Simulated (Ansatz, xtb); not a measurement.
# CHOS: which of two isomers lies lower

Structure X: `O=C[S]`, a doublet. Structure Y: `O=[C]S`, a doublet. Both are isolated molecules in the gas phase, relaxed with B3LYP-D3(BJ)/6-311G**; the shapes shown needn't be the lowest conformers.

X (Å):

| atom | x (Å) | y (Å) | z (Å) |
| --- | --- | --- | --- |
| C | -2.9604 | 0.8050 | -3.2346 |
| O | -2.4102 | 1.7421 | -3.7480 |
| S | -4.7340 | 0.7725 | -3.1237 |
| H | -2.4419 | -0.0713 | -2.8092 |

Y (Å):

```xyz
4

C    -3.0305    1.4286   -3.9449
O    -1.9160    1.1109   -4.1179
S    -4.2153    0.7947   -2.7351
H    -3.3822   -0.1091   -2.1607
```

Energies in hartree; the thermal terms are from B3LYP-D3(BJ)/6-311G** harmonic frequencies (ideal gas, rigid rotor, one conformer each, 298.15 K, 1 atm) and include the zero-point energy:

|  | X | Y |
| --- | --- | --- |
| E, CCSD(T)/def2-TZVPP | −511.441088 | −511.439953 |
| zero-point energy | 0.017950 | 0.015031 |
| H(298 K) − E | 0.022390 | 0.019750 |
| G(298 K) − E | −0.008089 | −0.010959 |

Task: Work out ΔE, ΔE₀, ΔH and ΔG for X → Y in kJ/mol (1 Eh = 2625.50 kJ/mol) and the equilibrium ratio [Y]/[X].

Result: 1. ΔE = −511.439953 − (−511.441088) = +0.001135 Eh = +2.98 kJ/mol.
2. ΔE₀ = ΔE + ΔZPE = +0.001135 + (−0.002919) Eh = −4.68 kJ/mol.
3. ΔH = ΔE + (−0.002640) Eh = −3.95 kJ/mol.
4. ΔG = ΔE + (−0.002870) Eh = −4.56 kJ/mol, so ΔS = (ΔH − ΔG)/T = +2.0 J/(mol K).
5. kT = 0.9442 mEh, so K = [Y]/[X] = exp(−ΔG/kT) = exp(+1.84) ≈ 6.3.

Structure Y is favoured at this temperature, against the order of the electronic energies. An error of 4 kJ/mol in ΔG would change K by a factor of 5. Mirror images and further conformers aren't counted.

As drawn, Y has 1 S–H in place of 1 C–H.

Other levels gave ΔE = +64.6 (GFN2-xTB); +33.5 (HF/STO-3G, GFN2-xTB geometries); +2.3 (r2SCAN-D4/def2-SVP, GFN2-xTB geometries); +5.8 (B3LYP-D3(BJ)/6-311G**); +24.2 (HF/def2-TZVPP); +1.3 (MP2/def2-TZVPP) kJ/mol. Open shells are spin-unrestricted. The correlated steps freeze 7 core orbitals. Programs: Ansatz 0.2.0, xtb 6.7.1.
